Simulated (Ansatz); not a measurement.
**Relaxing NbCd3**

All numbers below come from DFT PBE, scalar-relativistic, plane waves, PAW in Ansatz 0.2.0.

The start is a database structure of NbCd3, space group Pm-3m (No. 221).

The final relaxation ran on this input, with the default PAW datasets:

```yaml
crystal:
  lattice:
    - [4.3082562829, 0.0, 0.0]
    - [0.0, 4.3082562829, 0.0]
    - [0.0, 0.0, 4.3082562829]
  atoms:
    - { symbol: Nb, position: [0.0, 0.0, 0.0] }
    - { symbol: Cd, position: [0.0, 0.5, 0.5] }
    - { symbol: Cd, position: [0.5, 0.0, 0.5] }
    - { symbol: Cd, position: [0.5, 0.5, 0.0] }
basis:
  ecutwfc: 420
kpoints:
  mp_grid: { grid: [12, 12, 12] }
hamiltonian:
  xc: pbe
scf:
  occupations: { method: gaussian, width: 0.1 }
output:
  forces: true
  stress: true
  eigenvalues: true
relax:
  adjacent_minimum: "off"
  f_tol: 0.01
  max_steps: 80
  cell: { stress_tol: 0.05 }
```

Launched as:

```bash
ansatz run input.yaml --threads 1 --pin off --max-ram 2560MiB --backend cpu --events-out ev --progress --plain --runs-dir out
```

It took 53 s on 1 thread of Arm Neoverse V1, with other jobs on the host, peak memory 0.49 GiB.

The program printed at the end:

```
SCF converged after 4 iterations
Free energy (F): -29315.106901 eV
Harris-Foulkes:  -29315.106901 eV  (|F-HF|=7.28e-12)
Internal energy: -29315.098160 eV  (E = F + TS)
E sigma→0 (E₀):  -29315.102530 eV
Entropy (-TS):   -0.008741 eV (-2.185 meV/atom)
Fermi energy:    15.667427 eV
--- Per-component energies (eV) ---
  E_band       = -1189.543271
  E_kinetic    = 1905.621787
  E_local      = -9412.566219  (includes V_loc(G=0)·N_el)
  E_nonlocal   = 215.403394
  E_hartree    = 4349.371093
  E_xc         = -707.011548
  E_vxc        = -879.772884  (∫ρ·V_xc dr)
  E_paw        = -15316.760452  (= ΣΔE_a)
  E_vpaw       = -1716.971536  (= ΣTr[D̂ρ^β])
  E_aug_tail   = 0.000049  (compensation charges beyond the density's cutoff)
  E_ewald      = -10349.156263
  E_smearing   = -0.008741  (= −TS)
  E_closure    =  0.000000  (closes the sum)
  Σ components = -29315.106901   (vs F -29315.106901, Δ=0.00e0)
--- Forces (eV/Å), atoms counted from 1 ---
  atom   1  Nb     0.00000000     0.00000000     0.00000000
  atom   2  Cd     0.00000000     0.00000000     0.00000000
  atom   3  Cd     0.00000000     0.00000000     0.00000000
  atom   4  Cd     0.00000000     0.00000000     0.00000000
  max |Σ_I F_I| component: 5.36e-29 eV/Å
--- Stress (GPa, compression-positive) ---
       -0.000047       0.000000       0.000000
        0.000000      -0.000047       0.000000
        0.000000       0.000000      -0.000047
  P = ⅓ Tr σ =  0.0000 GPa ( 0.000 kbar)
--- Relaxed structure (3 steps of the walk, 2 accepted, 1 SCFs on fresh bases) ---
  F+E_penalty+E_count = -29315.10690070 eV   max|allowed force component| = 4.681e-29 eV/Å   (the final SCF, on the basis selected at the relaxed cell)
  cell:  # Å, volume = 79.8992 Å³
    - [4.307059, 0.000000, 0.0]
    - [0.000000, 4.307059, 0.0]
    - [0.000000, 0.0, 4.307059]
  atoms:
    - { symbol: Nb, position: [0.000000, 0.000000, 0.000000] }
    - { symbol: Cd, position: [0.000000, 0.500000, 0.500000] }
    - { symbol: Cd, position: [0.500000, 0.000000, 0.500000] }
    - { symbol: Cd, position: [0.500000, 0.500000, 0.000000] }
```

Absolute energies hang on the potentials; compare differences alone.

The result has space group Pm-3m (No. 221). Around Nb lie 12 Cd at 3.05 Å; around Cd lie 4 Nb at 3.05 Å and 8 Cd at 3.05 Å.

Against the elements it lies at 0.13 eV/atom. Formation energies are uncorrected and refer to the elements' standard structures at the same level.

For metals, differences of a few meV/atom aren't resolved.

A structure relaxed within its symmetry needn't be a true minimum.